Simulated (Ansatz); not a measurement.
# SiH₂O + H₂O: a complex and its separated parts, part 2 of 2

Ansatz 0.2.0, Gaussian basis.

## (13) CAM-B3LYP-D4/def2-TZVPP

The inputs:

parta/in.yaml

```yaml
crystal:
  periodic: [false, false, false]
  atoms:
    - {symbol: Si, position_ang: [-0.272794, -0.303292, 0.877309]}
    - {symbol: O, position_ang: [0.508669, -1.549534, 0.511863]}
    - {symbol: H, position_ang: [-1.668852, -0.039755, 0.443088]}
    - {symbol: H, position_ang: [0.265456, 0.801068, 1.712571]}
basis:
  gaussian: {orbitals: def2-TZVPP}
hamiltonian: {xc: {name: CAM-B3LYP}, dispersion: d4}
```

partb/in.yaml

```yaml
crystal:
  periodic: [false, false, false]
  atoms:
    - {symbol: O, position_ang: [0.453576, 0.584968, -0.867846]}
    - {symbol: H, position_ang: [0.904885, -0.225418, -1.113575]}
    - {symbol: H, position_ang: [-0.190940, 0.731963, -1.563411]}
basis:
  gaussian: {orbitals: def2-TZVPP}
hamiltonian: {xc: {name: CAM-B3LYP}, dispersion: d4}
```

One command serves all of them, each in its own folder.

Run with:

```
ansatz run in.yaml --threads 2 --pin off --events-out ev --progress --plain --max-ram 4352MiB
```

parta printed (excerpt; [...] marks lines left out):

```text
Functional definition: CAM-B3LYP
  name "CAM-B3LYP"
  cite "Yanai, Tew & Handy, Chem. Phys. Lett. 393, 51 (2004) doi:10.1016/j.cplett.2004.06.011"
  cite "Iikura, Tsuneda, Yanai & Hirao, J. Chem. Phys. 115, 3540 (2001) doi:10.1063/1.1383587"
  cite "Becke, Phys. Rev. A 38, 3098 (1988) doi:10.1103/PhysRevA.38.3098"
  cite "Lee, Yang & Parr, Phys. Rev. B 37, 785 (1988) doi:10.1103/PhysRevB.37.785"
[...]
  # Exact exchange under (alpha + beta erf(omega r))/r, Becke's under what is left of 1/r.
[...]
560 factors; their error is unknown
135 factors; integrals over basis functions are off by at most 2.2e-5 eV
[...]
mean field -9957.44747676 eV, -365.9294453705 hartree, gradient 9.8e-6 eV, S^2 0.000000; 0 other end points of the search recorded, 0 dependent functions left out
reference -9957.44757463 eV, -365.9294489672 hartree; 12, 12 occupied and 89, 89 virtual orbitals, 560 factors
Total energy: -9957.48415775 eV, -365.9307933722 hartree
```

Output in partb (excerpt; [...] marks lines left out):

```text
[... 6 set-up lines as earlier in the session ...]
[...]
  # Exact exchange under (alpha + beta erf(omega r))/r, Becke's under what is left of 1/r.
[...]
269 factors; their error is unknown
72 factors; integrals over basis functions are off by at most 2.3e-5 eV
[...]
mean field -2079.99968354 eV, -76.4385784956 hartree, gradient 1.1e-5 eV, S^2 0.000000; 0 other end points of the search recorded, 0 dependent functions left out
reference -2079.99975097 eV, -76.4385809737 hartree; 5, 5 occupied and 54, 54 virtual orbitals, 269 factors
Total energy: -2080.00381697 eV, -76.4387303966 hartree
```

Wall times: 0.75 s (parta), 0.3 s (partb) on 2 threads of Arm Neoverse V1, shared host.

## (14) wB97X-V/def2-TZVPP

Each input of step 13 (parta, partb) changes in the same lines:

```diff
-hamiltonian: {xc: {name: CAM-B3LYP}, dispersion: d4}
+hamiltonian: {xc: {name: wB97X-V}}
```

One command serves all of them, each in its own folder.

Run with:

```
ansatz run in.yaml --threads 2 --pin off --events-out ev --progress --plain --max-ram 4352MiB
```

Log of parta (excerpt; [...] marks lines left out):

```text
Functional definition: wB97X-V
  name "wB97X-V"
  cite "Mardirossian & Head-Gordon, Phys. Chem. Chem. Phys. 16, 9904 (2014) doi:10.1039/C3CP54374A"
[... 2 set-up lines as earlier in the session ...]
[...]
      + integral(e_c_pw_opposite_spin*poly(b97_u_opposite, cos0, cos1)) + vv10(b, c)
560 factors; their error is unknown
121 factors; integrals over basis functions are off by at most 1.4e-5 eV
[...]
mean field -9955.84253828 eV, -365.8704649693 hartree, gradient 4.2e-5 eV, S^2 0.000000; 0 other end points of the search recorded, 0 dependent functions left out
reference -9955.84253670 eV, -365.8704649114 hartree; 12, 12 occupied and 89, 89 virtual orbitals, 560 factors
Total energy: -9955.84253670 eV, -365.8704649114 hartree
```

Log of partb (excerpt; [...] marks lines left out):

```text
[... 5 set-up lines as earlier in the session ...]
[...]
      + integral(e_c_pw_opposite_spin*poly(b97_u_opposite, cos0, cos1)) + vv10(b, c)
269 factors; their error is unknown
69 factors; integrals over basis functions are off by at most 2.2e-5 eV
[...]
mean field -2079.88767325 eV, -76.4344621934 hartree, gradient 2.2e-5 eV, S^2 0.000000; 0 other end points of the search recorded, 0 dependent functions left out
reference -2079.88767235 eV, -76.4344621604 hartree; 5, 5 occupied and 54, 54 virtual orbitals, 269 factors
Total energy: -2079.88767235 eV, -76.4344621604 hartree
```

Wall times: 1.7 s (parta), 0.6 s (partb) on 2 threads of Arm Neoverse V1, shared host.

## (15) wB97M-V/def2-TZVPP

Each input of step 14 (parta, partb) changes in the same lines:

```diff
-hamiltonian: {xc: {name: wB97X-V}}
+hamiltonian: {xc: {name: wB97M-V}}
```

One command serves all of them, each in its own folder.

Run with:

```
ansatz run in.yaml --threads 2 --pin off --events-out ev --progress --plain --max-ram 4352MiB
```

Log of parta (excerpt; [...] marks lines left out):

```text
Functional definition: wB97M-V
  name "wB97M-V"
  cite "Mardirossian & Head-Gordon, J. Chem. Phys. 144, 214110 (2016) doi:10.1063/1.4952647"
[... 2 set-up lines as earlier in the session ...]
  # Of w^i u^j: cxij and so on, Table III.
[...]
  gx(w, u) = 1 - cx + cx01*u + cx10*w
[...]
      + integral(e_c_pw_mod_opposite_spin*gos(b97_w_opposite, b97_u_opposite)) + vv10(b, c)
560 factors; their error is unknown
121 factors; integrals over basis functions are off by at most 1.4e-5 eV
[...]
mean field -9956.67910340 eV, -365.9012081703 hartree, gradient 3.5e-5 eV, S^2 0.000000; 0 other end points of the search recorded, 0 dependent functions left out
reference -9956.67914174 eV, -365.9012095796 hartree; 12, 12 occupied and 89, 89 virtual orbitals, 560 factors
Total energy: -9956.67914174 eV, -365.9012095796 hartree
```

partb printed (excerpt; [...] marks lines left out):

```text
[... 5 set-up lines as earlier in the session ...]
  # Of w^i u^j: cxij and so on, Table III.
[...]
  gx(w, u) = 1 - cx + cx01*u + cx10*w
[...]
      + integral(e_c_pw_mod_opposite_spin*gos(b97_w_opposite, b97_u_opposite)) + vv10(b, c)
269 factors; their error is unknown
69 factors; integrals over basis functions are off by at most 2.2e-5 eV
[...]
mean field -2079.85938417 eV, -76.4334225889 hartree, gradient 2.9e-5 eV, S^2 0.000000; 0 other end points of the search recorded, 0 dependent functions left out
reference -2079.85940618 eV, -76.4334233977 hartree; 5, 5 occupied and 54, 54 virtual orbitals, 269 factors
Total energy: -2079.85940618 eV, -76.4334233977 hartree
```

They took 2 s (parta), 0.6 s (partb) on 2 threads of Arm Neoverse V1, shared host.

## (16) B2PLYP/def2-TZVPP

Each input of step 15 (parta, partb) changes in the same lines:

```diff
-hamiltonian: {xc: {name: wB97M-V}}
+hamiltonian: {xc: {name: B2PLYP}}
```

Each run has its own folder and the same command.

Run with:

```
ansatz run in.yaml --threads 2 --pin off --events-out ev --progress --plain --max-ram 4352MiB
```

Log of parta (excerpt; [...] marks lines left out):

```text
Functional definition: B2PLYP
  name "B2PLYP"
  cite "Grimme, J. Chem. Phys. 124, 034108 (2006) doi:10.1063/1.2148954"
[... 2 set-up lines as earlier in the session ...]
[...]
596 factors; integrals over basis functions are off by at most 1.1e-3 eV
[...]
mean field -9950.16207730 eV, -365.6617118787 hartree, gradient 2.6e-6 eV, S^2 0.000000; 0 other end points of the search recorded, 0 dependent functions left out
6 core orbitals not correlated: weight in the atoms' cores, before any rotation towards them, 1.000 or more for the frozen orbitals, at most 0.000 for the correlated occupied ones
reference -9950.16220503 eV, -365.6617165727 hartree; 6, 6 occupied and 89, 89 virtual orbitals, 596 factors
second order -12.19649033 eV of doubles, -0.00000000 eV of singles
Total energy: -9953.45525742 eV, -365.7827340159 hartree
```

partb printed (excerpt; [...] marks lines left out):

```text
[... 5 set-up lines as earlier in the session ...]
[...]
361 factors; integrals over basis functions are off by at most 8.1e-4 eV
[...]
mean field -2077.03827321 eV, -76.3297486735 hartree, gradient 1.1e-6 eV, S^2 0.000000; 0 other end points of the search recorded, 0 dependent functions left out
1 core orbitals not correlated: weight in the atoms' cores, before any rotation towards them, 1.000 or more for the frozen orbitals, at most 0.000 for the correlated occupied ones
reference -2077.03835824 eV, -76.3297517981 hartree; 4, 4 occupied and 54, 54 virtual orbitals, 361 factors
second order -8.41875924 eV of doubles, -0.00000000 eV of singles
Total energy: -2079.31142324 eV, -76.4132853960 hartree
```

They took 1 s (parta), 0.35 s (partb) on 2 threads of Arm Neoverse V1, shared host.

## (17) PBE-QIDH/def2-TZVPP

Each input of step 16 (parta, partb) changes in the same lines:

```diff
-hamiltonian: {xc: {name: B2PLYP}}
+hamiltonian: {xc: {name: PBE-QIDH}}
```

Each run has its own folder and the same command.

Run with:

```
ansatz run in.yaml --threads 2 --pin off --events-out ev --progress --plain --max-ram 4352MiB
```

Output in parta (excerpt; [...] marks lines left out):

```text
Functional definition: PBE-QIDH
  name "PBE-QIDH"
  cite "Brémond, Sancho-García, Pérez-Jiménez & Adamo, J. Chem. Phys. 141, 031101 (2014) doi:10.1063/1.4890314"
[... 1 set-up line as earlier in the session ...]
[...]
596 factors; integrals over basis functions are off by at most 1.1e-3 eV
[...]
mean field -9945.92527599 eV, -365.5060123023 hartree, gradient 5.7e-6 eV, S^2 0.000000; 0 other end points of the search recorded, 0 dependent functions left out
6 core orbitals not correlated: weight in the atoms' cores, before any rotation towards them, 1.000 or more for the frozen orbitals, at most 0.000 for the correlated occupied ones
reference -9945.92528599 eV, -365.5060126698 hartree; 6, 6 occupied and 89, 89 virtual orbitals, 596 factors
second order -11.19025496 eV of doubles, -0.00000000 eV of singles
Total energy: -9949.65537097 eV, -365.6430907647 hartree
```

Log of partb (excerpt; [...] marks lines left out):

```text
[... 4 set-up lines as earlier in the session ...]
[...]
361 factors; integrals over basis functions are off by at most 8.1e-4 eV
[...]
mean field -2075.58434377 eV, -76.2763177520 hartree, gradient 2.2e-6 eV, S^2 0.000000; 0 other end points of the search recorded, 0 dependent functions left out
1 core orbitals not correlated: weight in the atoms' cores, before any rotation towards them, 1.000 or more for the frozen orbitals, at most 0.000 for the correlated occupied ones
reference -2075.58434926 eV, -76.2763179539 hartree; 4, 4 occupied and 54, 54 virtual orbitals, 361 factors
second order -7.85902105 eV of doubles, -0.00000000 eV of singles
Total energy: -2078.20402295 eV, -76.3725891860 hartree
```

They took 1.1 s (parta), 0.35 s (partb) on 2 threads of Arm Neoverse V1, shared host.

## (18) RPA on PBE/def2-TZVPP

The same edit goes into each in.yaml of step 17 (parta, partb):

```diff
-hamiltonian: {xc: {name: PBE-QIDH}}
+hamiltonian: {xc: pbe}
+correlation: {method: rpa}
```

One command serves all of them, each in its own folder.

Run with:

```
ansatz run in.yaml --threads 2 --pin off --events-out ev --progress --plain --max-ram 4352MiB
```

parta printed (excerpt; [...] marks lines left out):

```text
[... 4 set-up lines as earlier in the session ...]
[...]
596 factors; integrals over basis functions are off by at most 1.1e-3 eV
[...]
mean field -9951.67977326 eV, -365.7174861765 hartree, gradient 2.1e-6 eV, S^2 0.000000; 0 other end points of the search recorded, 0 dependent functions left out
6 core orbitals not correlated: weight in the atoms' cores, before any rotation towards them, 1.000 or more for the frozen orbitals, at most 0.000 for the correlated occupied ones
reference -9930.88455517 eV, -364.9532760073 hartree; 6, 6 occupied and 89, 89 virtual orbitals, 596 factors
Total energy: -9946.96749930 eV, -365.5443133025 hartree
```

Log of partb (excerpt; [...] marks lines left out):

```text
[... 4 set-up lines as earlier in the session ...]
[...]
361 factors; integrals over basis functions are off by at most 8.1e-4 eV
[...]
mean field -2078.40756296 eV, -76.3800691435 hartree, gradient 3.6e-6 eV, S^2 0.000000; 0 other end points of the search recorded, 0 dependent functions left out
1 core orbitals not correlated: weight in the atoms' cores, before any rotation towards them, 1.000 or more for the frozen orbitals, at most 0.000 for the correlated occupied ones
reference -2069.53694656 eV, -76.0540800035 hartree; 4, 4 occupied and 54, 54 virtual orbitals, 361 factors
Total energy: -2080.48261665 eV, -76.4563259602 hartree
```

Times: 1.2 s (parta), 0.35 s (partb) on 2 threads of Arm Neoverse V1, shared host.

## (19) CCSD(T)/def2-TZVPP

The same edit goes into each in.yaml of step 18 (parta, partb):

```diff
-hamiltonian: {xc: pbe}
-correlation: {method: rpa}
+correlation: {method: ccsd_t}
```

The same command starts each run, in its folder.

Run with:

```
ansatz run in.yaml --threads 2 --pin off --events-out ev --progress --plain --max-ram 4352MiB
```

parta printed (excerpt; [...] marks lines left out):

```text
Functional definition: HF
  name "HF"
  cite "Fock, Z. Phys. 61, 126 (1930) doi:10.1007/BF01340294"
[... 1 set-up line as earlier in the session ...]
[...]
596 factors; integrals over basis functions are off by at most 1.1e-3 eV
[...]
mean field -9931.77128844 eV, -364.9858628539 hartree, gradient 2.0e-6 eV, S^2 0.000000; 0 other end points of the search recorded, 0 dependent functions left out
6 core orbitals not correlated: weight in the atoms' cores, before any rotation towards them, 1.000 or more for the frozen orbitals, at most 0.000 for the correlated occupied ones
reference -9931.77128844 eV, -364.9858628539 hartree; 6, 6 occupied and 89, 89 virtual orbitals, 596 factors
second order -9.81351476 eV of doubles, -0.00000000 eV of singles
cycle   1  -9.65856778 eV  change    1.5e-1 eV  update   1.1e-1
[...]
cycle  11  -10.10113978 eV  change   -1.8e-6 eV  update   5.7e-6
perturbative correction -0.42618962 eV, -0.0156621797 hartree
Total energy: -9942.29861784 eV, -365.3727350737 hartree
```

partb printed (excerpt; [...] marks lines left out):

```text
[... 4 set-up lines as earlier in the session ...]
[...]
361 factors; integrals over basis functions are off by at most 8.1e-4 eV
[...]
mean field -2069.76239560 eV, -76.0623651029 hartree, gradient 3.6e-6 eV, S^2 0.000000; 0 other end points of the search recorded, 0 dependent functions left out
1 core orbitals not correlated: weight in the atoms' cores, before any rotation towards them, 1.000 or more for the frozen orbitals, at most 0.000 for the correlated occupied ones
reference -2069.76239560 eV, -76.0623651029 hartree; 4, 4 occupied and 54, 54 virtual orbitals, 361 factors
second order -7.10558889 eV of doubles, -0.00000000 eV of singles
cycle   1  -7.11164479 eV  change   -6.1e-3 eV  update   4.1e-2
[...]
cycle   8  -7.26610338 eV  change    3.5e-6 eV  update   7.2e-6
perturbative correction -0.20740590 eV, -0.0076220264 hartree
Total energy: -2077.23590488 eV, -76.3370115033 hartree
```

They took 1.9 s (parta), 0.3 s (partb) on 2 threads of Arm Neoverse V1, shared host.

## (20) Vibrations of SiH₂O

File vib-parta/in.yaml:

```yaml
crystal:
  periodic: [false, false, false]
  atoms:
    - {symbol: Si, position_ang: [-0.272794, -0.303292, 0.877309]}
    - {symbol: O, position_ang: [0.508669, -1.549534, 0.511863]}
    - {symbol: H, position_ang: [-1.668852, -0.039755, 0.443088]}
    - {symbol: H, position_ang: [0.265456, 0.801068, 1.712571]}
basis:
  gaussian: {orbitals: def2-TZVP}
hamiltonian: {xc: pbe0, dispersion: d4}
phonons: {temperatures: {t_min: 298.15, t_max: 900, t_step: 200}}
```

Run with:

```
ansatz run in.yaml --threads 2 --pin off --events-out ev --progress --plain --max-ram 4352MiB
```

Output (excerpt; [...] marks lines left out):

```text
[... 5 set-up lines as earlier in the session ...]
[...]
507 factors; their error is unknown
[...]
mean field -9952.22646395 eV, -365.7375766889 hartree, gradient 2.2e-5 eV, S^2 0.000000; 0 other end points of the search recorded, 0 dependent functions left out
[...]
Atom 1 at     0.508669    -1.549534     0.511863 Å, force     0.001461    -0.002023    -0.000469 eV/Å
Atom 2 at    -1.668852    -0.039755     0.443088 Å, force     0.001258    -0.000431     0.000325 eV/Å
Atom 3 at     0.265456     0.801068     1.712571 Å, force    -0.000158    -0.001271    -0.000729 eV/Å
Dipole moment:    -0.395968     0.631495     0.185191 e Å
Vibrations: 684.99 701.40 1000.93 1246.40 2222.67 2237.56 cm⁻¹, zero-point energy 0.501761 eV
```

It took 10 s on 2 threads of Arm Neoverse V1, shared host.

The modes, with what each moves most:

```
mode  wavenumber (cm⁻¹)          character
   1                685               bend
   2                701  out-of-plane bend
   3               1001               bend
   4               1246       Si–O stretch
   5               2223       Si–H stretch
   6               2238       Si–H stretch
```

Vibrational sums (real modes only):

| T (K) | entropy (J/mol/K) | heat capacity (J/mol/K) |
| --- | --- | --- |
| 298 | 3.2 | 9.4 |
| 498 | 10.8 | 20.6 |
| 698 | 19.1 | 28.5 |
| 898 | 27.0 | 34.1 |

## (21) Vibrations of H₂O

File vib-partb/in.yaml:

```yaml
crystal:
  periodic: [false, false, false]
  atoms:
    - {symbol: O, position_ang: [0.453576, 0.584968, -0.867846]}
    - {symbol: H, position_ang: [0.904885, -0.225418, -1.113575]}
    - {symbol: H, position_ang: [-0.190940, 0.731963, -1.563411]}
basis:
  gaussian: {orbitals: def2-TZVP}
hamiltonian: {xc: pbe0, dispersion: d4}
phonons: {temperatures: {t_min: 298.15, t_max: 900, t_step: 200}}
```

Run with:

```
ansatz run in.yaml --threads 2 --pin off --events-out ev --progress --plain --max-ram 4352MiB
```

Output (excerpt; [...] marks lines left out):

```text
[... 5 set-up lines as earlier in the session ...]
[...]
239 factors; their error is unknown
[...]
mean field -2078.33307674 eV, -76.3773318254 hartree, gradient 1.2e-5 eV, S^2 0.000000; 0 other end points of the search recorded, 0 dependent functions left out
[...]
Total energy: -2078.33734662 eV, -76.3774887405 hartree
Atom 0 at     0.453576     0.584968    -0.867846 Å, force    -0.000634    -0.000036    -0.000872 eV/Å
Atom 1 at     0.904885    -0.225418    -1.113575 Å, force     0.000358    -0.000207     0.000257 eV/Å
Atom 2 at    -0.190940     0.731963    -1.563411 Å, force     0.000276     0.000243     0.000615 eV/Å
Dipole moment:    -0.071237    -0.244606    -0.347072 e Å
Vibrations: 1622.94 3851.58 3959.27 cm⁻¹, zero-point energy 0.584821 eV
```

It took 1.6 s on 2 threads of Arm Neoverse V1, shared host.

Wavenumbers and character of the modes:

| mode | wavenumber (cm⁻¹) | character |
| --- | --- | --- |
| 1 | 1623 | bend |
| 2 | 3852 | O–H stretch |
| 3 | 3959 | O–H stretch |

Vibrational sums (real modes only):

| T (K) | entropy (J/mol/K) | heat capacity (J/mol/K) |
| --- | --- | --- |
| 298 | 0.0 | 0.2 |
| 498 | 0.4 | 1.7 |
| 698 | 1.4 | 3.9 |
| 898 | 2.6 | 6.1 |

## (22) Complex less separated parts

The complex's own energies come from single points at the same levels.

Rows are in def2-TZVPP; times add the 3 runs of a level on a shared host, so small differences are noise.

Differences are taken before rounding.

| method | rung | complex less parts (kcal/mol) | from CCSD(T) (kcal/mol) | time |
| --- | --- | --- | --- | --- |
| SPW92 | LDA | -28.6 | -9.6 | 1.3 s |
| PBE-D4 | GGA | -20.3 | -1.3 | 2.1 s |
| BLYP-D4 | GGA | -17.2 | +1.8 | 2.2 s |
| r2SCAN-D4 | meta-GGA | -22.1 | -3.1 | 4.5 s |
| B97M-V | meta-GGA | -21.0 | -1.9 | 8.9 s |
| PBE0-D4 | hybrid | -22.0 | -3.0 | 2.5 s |
| B3LYP-D4 | hybrid | -19.3 | -0.3 | 2.8 s |
| r2SCAN0-D4 | hybrid | -23.3 | -4.3 | 4.9 s |
| BHLYP-D4 | hybrid | -21.7 | -2.6 | 2.7 s |
| CAM-B3LYP-D4 | range-separated hybrid | -21.4 | -2.4 | 3 s |
| wB97X-V | range-separated hybrid | -21.6 | -2.6 | 7.1 s |
| wB97M-V | range-separated hybrid | -21.7 | -2.6 | 8.2 s |
| B2PLYP | double hybrid | -18.4 | +0.7 | 4.3 s |
| PBE-QIDH | double hybrid | -21.9 | -2.9 | 4.5 s |
| RPA on PBE | RPA | -15.9 | +3.2 | 4.6 s |
| Hartree-Fock | wavefunction | -18.1 | +1.0 |  |
| MP2 | wavefunction | -19.5 | -0.5 |  |
| CCSD | wavefunction | -19.0 | 0.0 |  |
| CCSD(T) | wavefunction | -19.0 | 0 | 24 s |

Among the levels timed on like hardware and quicker than the yardstick, those that no quicker one beats, quickest first: SPW92 (1.3 s, -9.6 kcal/mol); PBE-D4 (2.1 s, -1.3 kcal/mol); B3LYP-D4 (2.8 s, -0.3 kcal/mol).

B3LYP-D4 reaches 0.3 kcal/mol from the reference in 2.8 s, where CCSD(T) took 24 s; the quickest level in the cost chart, SPW92, takes 1.3 s and misses by 9.6 kcal/mol.

The complex's zero-point energy, from a separate PBE0-D4 run, is 1.236 eV.

## (23) Summary of results

This closing draws on all 2 parts.

```
                              quantity           value
complex less parts, CCSD(T)/def2-TZVPP  -19.0 kcal/mol
                with zero-point energy  -15.6 kcal/mol
                 largest T1 diagnostic           0.022
```

At CCSD(T) the complex lies 19.0 kcal/mol below its parts. Among the functionals B3LYP-D4 lands nearest to CCSD(T) (-0.3 kcal/mol) and SPW92 farthest (-9.6 kcal/mol). By rung, the mean size of the error is: LDA 9.6, GGA 1.6, meta-GGA 2.5, hybrid 2.5, range-separated hybrid 2.5, double hybrid 1.8 kcal/mol. PBE-D4 gives a relative energy 1.3 kcal/mol too low, outside chemical accuracy (1 kcal/mol). No counterpoise was applied, and triple zeta lacks some correlation, so the CCSD(T) reference has a basis error of its own, and close matches with it are partly luck.
